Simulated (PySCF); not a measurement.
# Worked example: correlation energy of BH⁻, quartet

Geometry: a point of a stretch scan, not a stationary point.

```xyz
2

B     0.0000    0.0000    0.0000
H     0.0000    0.0000    1.4850
```

Basis aug-cc-pVDZ; PySCF 2.14.0. Only valence electrons are correlated (noble-gas cores frozen), which leaves 5 electrons in 31 orbitals. R marks a restricted (for open shells ROHF) determinant, U an unrestricted one.

Full CI is exact within this basis and frozen core; it isn't the basis-set limit. The frozen core follows each run's orbitals, which can shift R against U totals by a few meV.

Restricted and unrestricted runs freeze slightly different cores, so the step to full CI, which has another core, is uncertain by up to 0.1 kcal/mol.

```json
{"level": "UHF", "total energy (hartree)": "-25.089368"}
{"level": "UMP2", "total energy (hartree)": "-25.150394"}
{"level": "UCCSD", "total energy (hartree)": "-25.169197"}
{"level": "UCCSD(T)", "total energy (hartree)": "-25.171920"}
{"level": "UCCSDT", "total energy (hartree)": "-25.172852"}
{"level": "full CI", "total energy (hartree)": "-25.172990"}
```

**Question.** What is the correlation energy at full CI, and what share of it do UMP2 and UCCSDT recover?

**Answer.** E(corr) = -25.172990 − (-25.089368) = -0.083622 hartree = -2.275 eV. UMP2: -0.061026 / -0.083622 = 72.98 %. UCCSDT: -0.083484 / -0.083622 = 99.83 %.

**Question.** By how many kcal/mol does UCCSD(T) miss full CI (1 hartree = 627.509 kcal/mol), and which steps make up the rest?

**Answer.** -25.171920 − (-25.172990) = 0.001070 hartree = 0.67 kcal/mol. Steps: UCCSDT − UCCSD(T) = -0.58, full CI − UCCSDT = -0.09 kcal/mol. That is within 1 kcal/mol of the reference in this basis, which itself misses far more of the correlation at the basis-set limit.
